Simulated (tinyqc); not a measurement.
Worked calculation: extended Hueckel theory, for CH2-. The parameters take no account of the charge, which enters only through the electron count, and nothing here shows that the anion is bound. One step of it, computed by the program tinyqc.

Question. Wolfsberg-Helmholz matrix. H_ij = K' S_ij (H_ii + H_jj)/2 for i != j (the diagonal keeps H_ii), with K' = K + D^2 + D^4 (1 - K), D = (H_ii - H_jj)/(H_ii + H_jj), K = 2.

overlap S, lower triangle:
```
           1C 2s    1C 2px     1C 2py    1C 2pz     2H 1s     3H 1s
1C 2s   1.000000
1C 2px  0.000000  1.000000
1C 2py  0.000000  0.000000   1.000000
1C 2pz  0.000000  0.000000   0.000000  1.000000
2H 1s   0.454499  0.000000   0.407827  0.227287  1.000000
3H 1s   0.424685  0.000000  -0.389301  0.216849  0.090474  1.000000
```

diagonal H_ii (eV): 1C 2s -21.400000, 1C 2px -11.400000, 1C 2py -11.400000, 1C 2pz -11.400000, 2H 1s -13.600000, 3H 1s -13.600000

K = 2.000000

Give: H.

Answer.

H (eV), lower triangle:
```
           1C 2s    1C 2px    1C 2py    1C 2pz     2H 1s     3H 1s
1C 2s   -21.4000
1C 2px    0.0000  -11.4000
1C 2py    0.0000    0.0000  -11.4000
1C 2pz    0.0000    0.0000    0.0000  -11.4000
2H 1s   -16.2829    0.0000  -10.2348   -5.7040  -13.6000
3H 1s   -15.2147    0.0000    9.7699   -5.4421   -2.4609  -13.6000
```
